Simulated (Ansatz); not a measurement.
SnPS₃ (Pc, No. 7), treated with HSE06 in Ansatz (PAW).

Run with plane-wave cutoff 460 eV, 4×4×4 k mesh, Fermi–Dirac smearing 0.01 eV, scalar-relativistic PAW data made under PBE.

Cell (measured lattice):

Space group Pc (No. 7); a = 6.513 Å, b = 7.488 Å, c = 11.310 Å, α = 90.00°, β = 124.00°, γ = 90.00°

```json
[
 {"atom": "S", "site": "2a", "symmetry": "1", "x": "0.1021", "y": "0.0517", "z": "0.6942"},
 {"atom": "S", "site": "2a", "symmetry": "1", "x": "0.9025", "y": "0.5520", "z": "0.3050"},
 {"atom": "P", "site": "2a", "symmetry": "1", "x": "0.8728", "y": "0.1392", "z": "0.1836"},
 {"atom": "S", "site": "2a", "symmetry": "1", "x": "0.7038", "y": "0.0538", "z": "0.2788"},
 {"atom": "Sn", "site": "2a", "symmetry": "1", "x": "0.8046", "y": "0.6144", "z": "0.0270"},
 {"atom": "S", "site": "2a", "symmetry": "1", "x": "0.3652", "y": "0.7437", "z": "0.0149"},
 {"atom": "P", "site": "2a", "symmetry": "1", "x": "0.1266", "y": "0.3553", "z": "0.3174"},
 {"atom": "Sn", "site": "2a", "symmetry": "1", "x": "0.2409", "y": "0.1245", "z": "0.0279"},
 {"atom": "S", "site": "2a", "symmetry": "1", "x": "0.6407", "y": "0.2489", "z": "0.9898"},
 {"atom": "S", "site": "2a", "symmetry": "1", "x": "0.2859", "y": "0.4367", "z": "0.2147"}
]
```

Question: Predict the band gap, smallest direct gap on the k points sampled and Γ–Γ gap.

Answer: 
- band gap: 2.39 eV
- smallest direct gap on the k points sampled: 2.63 eV
- Γ–Γ gap: 2.96 eV

Note: cell and atoms aren't relaxed at this level (pressure 0.6 GPa).

Spin–orbit coupling is not included.

Computed values are for the static lattice.

Cost on a shared machine: roughly 120 core-minutes.

Ansatz is an electronic-structure program.
